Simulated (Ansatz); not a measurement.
# NHCl (quartet): the correlation ladder at distance Cl1–H2 along a hydrogen transfer = 1.414 Å, cc-pVTZ

How much of the correlation energy of NHCl (quartet) does each wave-function method recover here?

Program: Ansatz 0.2.0, Gaussian basis. Level of theory: cc-pVTZ, core rule «outside noble gas», up to 6 orbitals frozen. These are calculated values, not measurements.

Plan: UHF; CCSD(T) on ROHF; CCSD(T) on UHF; BCCD(T) on ROHF; CCSDT(Q) on ROHF; CCSDT(Q) on UHF; CASSCF and MRCISD+Q, 5 electrons in 5 orbitals; CASSCF and NEVPT2, 5 electrons in 5 orbitals; CASSCF and MRCISD+Q, 13 electrons in 9 orbitals; CASSCF and NEVPT2, 13 electrons in 9 orbitals.

## 1. The geometry

The geometry derives from fragments relaxed apart (PBE0/def2-TZVP) and kept rigid, so it is no stationary point. A hydrogen atom is moved between rigid fragments.

3 atoms, charge 0, spin multiplicity 4.

Atoms are counted from 1 here; the program's logs count them from 0.

Bond lengths: Cl1–H2 1.414 Å, H2–N3 1.220 Å. Angles: Cl1–H2–N3 180.0°.

## 2. UHF

in.yaml reads:

```yaml
crystal:
  periodic: [false, false, false]
  atoms:
    - {symbol: Cl, position_ang: [0.000000, 0.000000, -1.349333]}
    - {symbol: H, position_ang: [0.000000, 0.000000, 0.064667]}
    - {symbol: N, position_ang: [0.000000, 0.000000, 1.284667]}
basis:
  gaussian: {orbitals: cc-pVTZ}
magnetization: {spin_polarized: true, initial_magnetization: 3}
hamiltonian: {xc: hf}
output: {orbitals: {seedname: orbitals}}
```

Started as:

```bash
ansatz run in.yaml --threads 1 --pin off --events-out ev --progress --plain --max-ram 2816MiB --backend cpu
```

Further steps of the session: CCSD(T) on ROHF; CCSD(T) on UHF; BCCD(T) on ROHF; CCSDT(Q) on ROHF; CCSDT(Q) on UHF; CASSCF and MRCISD+Q, 5 electrons in 5 orbitals; CASSCF and NEVPT2, 5 electrons in 5 orbitals; CASSCF and MRCISD+Q, 13 electrons in 9 orbitals; CASSCF and NEVPT2, 13 electrons in 9 orbitals.

**Question.** What will the summary of the whole plan be? Wanted: UCCSDT(Q) below the RHF energy; RMP2 from UCCSDT(Q); UMP2 from UCCSDT(Q); RCCSD from UCCSDT(Q); RCCSD(T) from UCCSDT(Q); UCCSD(T) from UCCSDT(Q); RCCSDT(Q) from UCCSDT(Q); NEVPT2 pair from UCCSDT(Q); MRCISD+Q pair from UCCSDT(Q).

**Answer**, as computed:

| quantity | value |
| --- | --- |
| UCCSDT(Q) below the RHF energy | -10.2276 eV |
| RMP2 from UCCSDT(Q) | +1387.6 meV |
| UMP2 from UCCSDT(Q) | +1361.3 meV |
| RCCSD from UCCSDT(Q) | +409.9 meV |
| RCCSD(T) from UCCSDT(Q) | +49.6 meV |
| UCCSD(T) from UCCSDT(Q) | +47.3 meV |
| RCCSDT(Q) from UCCSDT(Q) | +4.0 meV |
| NEVPT2 pair from UCCSDT(Q) | +1340.8 meV |
| MRCISD+Q pair from UCCSDT(Q) | +201.6 meV |
| NEVPT2 valence from UCCSDT(Q) | +1917.9 meV |
| levels within 1 kcal/mol (43 meV) | RCCSDT, UCCSDT, RCCSDT(Q) |
| T1 diagnostic | 0.032 |
| effectively unpaired electrons | 3.01 |

**Reading.** RCCSD(T) lands +49.6 meV from the yardstick (0.5 % of the correlation energy). One determinant dominates. Of the multireference levels listed MRCISD+Q valence comes nearest in total energy (+177.1 meV), which doesn't show that its space is the better one. These misses are within one basis, not against nature; the frozen cores of restricted and unrestricted runs differ, which can shift their rows.
